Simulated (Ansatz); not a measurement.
# C₂H₂O₂: ionisation energy by level of theory

The task here is to estimate one member of a computed series from the others.

The runs use Ansatz 0.2.0, Gaussian basis; unrestricted cation, the program's frozen cores in correlated methods.

The runs, in order: UKS PBE-D4/def2-TZVPP; UKS r2SCAN-D4/def2-TZVPP; UKS PBE0-D4/def2-TZVPP; UKS B3LYP-D4/def2-TZVPP; UKS wB97X-V/def2-TZVPP; UKS wB97M-V/def2-TZVPP; UKS B2PLYP/def2-TZVPP; UHF-CCSD(T)/def2-TZVPP; UHF-MP2/def2-QZVPP; extrapolation to the limit; then −ε(HOMO) from the neutral's earlier runs with LDA (SPW92), PBE-D4, revPBE-D4, BLYP-D4, r2SCAN-D4, B97M-V, PBE0-D4, B3LYP-D4, r2SCANh-D4, r2SCAN0-D4, HSE06-D4, BHLYP-D4, CAM-B3LYP-D4, LC-ωPBE, ωB97X-V, ωB97M-V.

## The relaxed structure

All runs share one geometry, relaxed beforehand with PBE0-D4 in a triple-zeta def2 set.

SMILES `O=CC=O`, 6 atoms, charge 0, spin multiplicity 1.

Atoms are counted from 1 here; the program's logs count them from 0.

Bond lengths: O1–C2 1.197 Å, C2–C3 1.519 Å, C2–H5 1.108 Å, C3–O4 1.197 Å, C3–H6 1.108 Å. Angles: O1–C2–C3 121.5°, O1–C2–H5 123.7°, C3–C2–H5 114.8°, C2–C3–O4 121.5°, C2–C3–H6 114.8°, O4–C3–H6 123.7°.

As a file:

| atom | x (Å) | y (Å) | z (Å) |
| --- | --- | --- | --- |
| O1 | 1.1441 | -0.3046 | -1.2650 |
| C2 | 0.5303 | 0.3196 | -0.4481 |
| C3 | -0.5164 | -0.3408 | 0.4325 |
| O4 | -1.1300 | 0.2832 | 1.2497 |
| H5 | 0.6709 | 1.4041 | -0.2697 |
| H6 | -0.6568 | -1.4255 | 0.2543 |

Set-up of the first run:

Input file in.yaml:

```yaml
crystal:
  periodic: [false, false, false]
  atoms:
    - {symbol: O, position_ang: [1.144118, -0.304607, -1.265017]}
    - {symbol: C, position_ang: [0.530268, 0.319550, -0.448055]}
    - {symbol: C, position_ang: [-0.516420, -0.340832, 0.432481]}
    - {symbol: O, position_ang: [-1.130045, 0.283232, 1.249680]}
    - {symbol: H, position_ang: [0.670863, 1.404139, -0.269727]}
    - {symbol: H, position_ang: [-0.656785, -1.425483, 0.254337]}
basis:
  gaussian: {orbitals: def2-TZVPP}
total_charge: 1
magnetization: {spin_polarized: true, initial_magnetization: 1}
hamiltonian: {xc: pbe, dispersion: d4}
```

The run is started by

```sh
$ ansatz run in.yaml --threads 2 --pin off --events-out ev --progress --plain --max-ram 4352MiB
```

Steps of the session up to this table: Cation, UKS PBE-D4/def2-TZVPP; Cation, UKS r2SCAN-D4/def2-TZVPP; Cation, UKS PBE0-D4/def2-TZVPP; Cation, UKS B3LYP-D4/def2-TZVPP; Cation, UKS wB97X-V/def2-TZVPP; Cation, UKS wB97M-V/def2-TZVPP; Cation, UKS B2PLYP (frozen core)/def2-TZVPP; Cation, UHF-CCSD(T)/def2-TZVPP; Cation, UHF-MP2/def2-QZVPP.

One of the session's tables, all rows but one given; the rest of the session is left out.

It belongs to the step «Ionisation energies side by side». Orbital estimates, from the neutral's runs:

| functional | −ε(HOMO) (eV) |
| --- | --- |
| LDA (SPW92) | 6.39 |
| PBE-D4 | 6.24 |
| revPBE-D4 | 6.17 |
| BLYP-D4 | 6.20 |
| r2SCAN-D4 | 6.55 |
| B97M-V | 6.72 |
| PBE0-D4 | 7.84 |
| B3LYP-D4 | 7.65 |
| r2SCANh-D4 | 7.15 |
| r2SCAN0-D4 | 8.06 |
| HSE06-D4 | 7.43 |
| BHLYP-D4 | 9.46 |
| CAM-B3LYP-D4 | 9.34 |
| LC-ωPBE | 10.59 |
| ωB97X-V | 10.29 |
| ωB97M-V | ? |

Q: Estimate the row for ωB97M-V from the others.

**Answer.** −ε(HOMO) (eV): 10.22. In the column «−ε(HOMO) (eV)» it lies between BHLYP-D4 (9.46) and ωB97X-V (10.29).
